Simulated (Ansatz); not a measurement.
in.yaml

```yaml
crystal:
  periodic: [false, false, false]
  atoms:
    - {symbol: C, position_ang: [0.000000, -0.012354, 2.913288]}
    - {symbol: O, position_ang: [0.000000, 0.034705, 1.788286]}
    - {symbol: Ge, position_ang: [0.000000, -0.027169, -0.866924]}
    - {symbol: H, position_ang: [0.000000, 1.554329, -0.623801]}
basis:
  gaussian: {orbitals: cc-pVDZ}
magnetization: {spin_polarized: false, initial_magnetization: 1}
correlation: {method: ccsdt_q, electrons: outside_noble_gas}
```

```sh
$ ansatz run in.yaml --threads 1 --pin off --events-out ev --progress --plain --max-ram 2393MiB
```

The program prints:

```
1119 factors; integrals over basis functions are off by at most 2.1e-7 eV
mean field evaluation 1: about -59553.9093 eV, gradient 2.2e1 eV
mean field evaluation 2: about -59553.9145 eV, gradient 2.2e1 eV
mean field evaluation 4: about -59555.0940 eV, gradient 2.4e0 eV
mean field evaluation 8: about -59555.1142 eV, gradient 6.2e-2 eV
mean field evaluation 16: about -59555.1074 eV, gradient 3.0e-1 eV
mean field evaluation 32: about -59555.1105 eV, gradient 1.9e-1 eV
mean field evaluation 64: about -59554.4612 eV, gradient 2.9e-1 eV
mean field -59555.11419277 eV, -2188.6100786780 hartree, gradient 2.4e-6 eV, S^2 0.750000; 6 other end points of the search recorded, 0 dependent functions left out
mean field evaluation 96: about -59555.2115 eV, gradient 2.2e-4 eV
mean field evaluation 128: about -59554.5532 eV, gradient 1.9e-4 eV
determinant -59555.11419277 eV, -2188.6100786780 hartree, with singles and doubles -59565.48955980 eV, -2188.9913663835 hartree
determinant -59554.46167633 eV, -2188.5860991412 hartree, with singles and doubles -59564.87715483 eV, -2188.9688609162 hartree
16 core orbitals not correlated: weight in the atoms' cores, before any rotation towards them, 1.000 or more for the frozen orbitals, at most 0.000 for the correlated occupied ones
reference -59555.11419277 eV, -2188.6100786780 hartree; 8, 7 occupied and 36, 37 virtual orbitals, 1119 factors
second order -9.54852926 eV of doubles, -0.05540560 eV of singles
cycle   1  -9.82957328 eV  change   -2.2e-1 eV  update   1.2e-1
cycle   2  -10.39647603 eV  change   -5.7e-1 eV  update   6.4e-2
cycle   3  -10.75265635 eV  change   -3.6e-1 eV  update   2.7e-2
cycle   4  -10.73825799 eV  change    1.4e-2 eV  update   6.8e-3
cycle   5  -10.73856168 eV  change   -3.0e-4 eV  update   3.0e-3
cycle   6  -10.73997584 eV  change   -1.4e-3 eV  update   9.9e-4
cycle   7  -10.74016213 eV  change   -1.9e-4 eV  update   6.4e-4
cycle   8  -10.73980790 eV  change    3.5e-4 eV  update   3.5e-4
cycle   9  -10.73979236 eV  change    1.6e-5 eV  update   2.3e-4
cycle  10  -10.73990613 eV  change   -1.1e-4 eV  update   1.6e-4
cycle  11  -10.73981326 eV  change    9.3e-5 eV  update   1.2e-4
cycle  12  -10.73984042 eV  change   -2.7e-5 eV  update   1.0e-4
cycle  13  -10.73985520 eV  change   -1.5e-5 eV  update   8.4e-5
cycle  14  -10.73987219 eV  change   -1.7e-5 eV  update   9.0e-5
cycle  15  -10.73987721 eV  change   -5.0e-6 eV  update   5.2e-5
cycle  16  -10.73988567 eV  change   -8.5e-6 eV  update   1.7e-5
cycle  17  -10.73988625 eV  change   -5.9e-7 eV  update   3.2e-6
cycle  18  -10.73988579 eV  change    4.6e-7 eV  update   4.3e-6
cycle  19  -10.73988572 eV  change    7.0e-8 eV  update   2.7e-6
cycle  20  -10.73988595 eV  change   -2.3e-7 eV  update   1.1e-6
perturbative correction -0.02678166 eV, -0.0009842080 hartree
Total energy: -59565.88086038 eV, -2189.0057464150 hartree
```

Ran on 1 thread of Arm Neoverse N1, shared host: 2.7 min wall, 1.1 GiB peak host memory.
